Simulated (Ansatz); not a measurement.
Molecular dynamics of FH3OSi

Input:

```yaml
crystal:
  periodic: [false, false, false]
  atoms:
    - { symbol: Si, position_ang: [0.015453, -0.271949, 0.172954] }
    - { symbol: H, position_ang: [0.149875, -1.608555, 1.163053] }
    - { symbol: F, position_ang: [1.454265, 0.364954, -0.213024] }
    - { symbol: H, position_ang: [-0.718858, 0.808302, 0.919665] }
    - { symbol: O, position_ang: [-1.210314, -0.611038, -1.022776] }
    - { symbol: H, position_ang: [-1.020204, -1.327339, -1.745583] }
basis:
  gaussian: { orbitals: def2-SVP }
hamiltonian:
  xc: pbe
md:
  timestep: 0.5
  n_steps: 100
  ensemble: nvt_langevin
  temperature: 300.0
  initial_velocities: maxwell_boltzmann
  seed: 926719
  friction: 0.01
  masses: [{ species: H, mass: 2.014 }]
```

Run as:

```bash
$ ansatz run input.yaml --threads 1 --pin off --max-ram 2048MiB --backend cpu --events-out ev --progress --plain --runs-dir out
```

It goes on from the last frame of an earlier run, with new velocities.

Output, in part (one step line in 4, the closing report, with atoms numbered from 0):

```
md step     0: t =     0.00 fs  T =   250.0 K  F+E_penalty+E_count = -12677.06068623 eV  E_kin = 0.193890 eV  (24 SCF iters)
md step     4: t =     2.00 fs  T =   343.2 K  F+E_penalty+E_count = -12677.15531882 eV  E_kin = 0.266204 eV  (28 SCF iters)
md step     8: t =     4.00 fs  T =   496.7 K  F+E_penalty+E_count = -12677.29959791 eV  E_kin = 0.385255 eV  (27 SCF iters)
md step    12: t =     6.00 fs  T =   371.2 K  F+E_penalty+E_count = -12677.26797435 eV  E_kin = 0.287859 eV  (28 SCF iters)
md step    16: t =     8.00 fs  T =   298.0 K  F+E_penalty+E_count = -12677.19870335 eV  E_kin = 0.231110 eV  (28 SCF iters)
md step    20: t =    10.00 fs  T =   351.4 K  F+E_penalty+E_count = -12677.27202894 eV  E_kin = 0.272543 eV  (28 SCF iters)
md step    24: t =    12.00 fs  T =   429.7 K  F+E_penalty+E_count = -12677.37166485 eV  E_kin = 0.333243 eV  (27 SCF iters)
md step    28: t =    14.00 fs  T =   524.6 K  F+E_penalty+E_count = -12677.42090092 eV  E_kin = 0.406857 eV  (28 SCF iters)
md step    32: t =    16.00 fs  T =   446.1 K  F+E_penalty+E_count = -12677.38438444 eV  E_kin = 0.345950 eV  (28 SCF iters)
md step    36: t =    18.00 fs  T =   268.9 K  F+E_penalty+E_count = -12677.27190771 eV  E_kin = 0.208565 eV  (28 SCF iters)
md step    40: t =    20.00 fs  T =   171.5 K  F+E_penalty+E_count = -12677.21541579 eV  E_kin = 0.133008 eV  (28 SCF iters)
md step    44: t =    22.00 fs  T =   307.9 K  F+E_penalty+E_count = -12677.31892598 eV  E_kin = 0.238773 eV  (28 SCF iters)
md step    48: t =    24.00 fs  T =   446.7 K  F+E_penalty+E_count = -12677.40579629 eV  E_kin = 0.346458 eV  (28 SCF iters)
md step    52: t =    26.00 fs  T =   565.2 K  F+E_penalty+E_count = -12677.47318643 eV  E_kin = 0.438380 eV  (27 SCF iters)
md step    56: t =    28.00 fs  T =   542.9 K  F+E_penalty+E_count = -12677.49335684 eV  E_kin = 0.421040 eV  (27 SCF iters)
md step    60: t =    30.00 fs  T =   359.9 K  F+E_penalty+E_count = -12677.40324950 eV  E_kin = 0.279099 eV  (27 SCF iters)
md step    64: t =    32.00 fs  T =   398.4 K  F+E_penalty+E_count = -12677.38006126 eV  E_kin = 0.308950 eV  (27 SCF iters)
md step    68: t =    34.00 fs  T =   526.7 K  F+E_penalty+E_count = -12677.49845126 eV  E_kin = 0.408476 eV  (28 SCF iters)
md step    72: t =    36.00 fs  T =   543.1 K  F+E_penalty+E_count = -12677.52286896 eV  E_kin = 0.421215 eV  (27 SCF iters)
md step    76: t =    38.00 fs  T =   429.4 K  F+E_penalty+E_count = -12677.46766960 eV  E_kin = 0.333021 eV  (27 SCF iters)
md step    80: t =    40.00 fs  T =   337.9 K  F+E_penalty+E_count = -12677.42110322 eV  E_kin = 0.262051 eV  (28 SCF iters)
md step    84: t =    42.00 fs  T =   287.0 K  F+E_penalty+E_count = -12677.38078954 eV  E_kin = 0.222609 eV  (27 SCF iters)
md step    88: t =    44.00 fs  T =   300.6 K  F+E_penalty+E_count = -12677.39858773 eV  E_kin = 0.233119 eV  (28 SCF iters)
md step    92: t =    46.00 fs  T =   447.4 K  F+E_penalty+E_count = -12677.47769885 eV  E_kin = 0.346995 eV  (28 SCF iters)
md step    96: t =    48.00 fs  T =   453.4 K  F+E_penalty+E_count = -12677.47466855 eV  E_kin = 0.351645 eV  (28 SCF iters)
md step   100: t =    50.00 fs  T =   308.4 K  F+E_penalty+E_count = -12677.37007783 eV  E_kin = 0.239147 eV  (25 SCF iters)
Total energy: -12677.37010423 eV, -465.8847583002 hartree
Atom 0 at     0.022685    -0.446535     0.240390 Å, force     0.088276     2.579035     0.100587 eV/Å
Atom 1 at     0.305219    -1.761640     0.633669 Å, force     0.698199    -1.958066     0.624060 eV/Å
Atom 2 at     1.360692     0.260534    -0.420071 Å, force    -0.209632    -0.313485     0.150592 eV/Å
Atom 3 at    -0.330093     0.439873     1.426706 Å, force    -0.174421    -0.263905    -0.477879 eV/Å
Atom 4 at    -1.172949    -0.546261    -0.913544 Å, force     0.405264    -0.934630    -0.659807 eV/Å
Atom 5 at    -0.856969    -1.332458    -1.450797 Å, force    -0.807686     0.891052     0.262447 eV/Å
Dipole moment:    -0.059084    -0.367382     0.012523 e Å
```

All steps were run. The mean temperature of the second half is 42 % above the set value. A run of 0.05 ps of so small a system gives no equilibrium averages.

The same pairs are bonded in the first frame and the last. Pairs count as bonded within 1.25 times the sum of covalent radii (0.12 Å more for H–H).

Last frame:

```xyz
6
Properties=species:S:1:pos:R:3
Si 0.023 -0.447 0.240
H 0.305 -1.762 0.634
F 1.361 0.261 -0.420
H -0.330 0.440 1.427
O -1.173 -0.546 -0.913
H -0.857 -1.333 -1.451
```

The run took 110 s on 1 thread of Arm Neoverse V2 (shared host), peak memory 0.099 GiB.
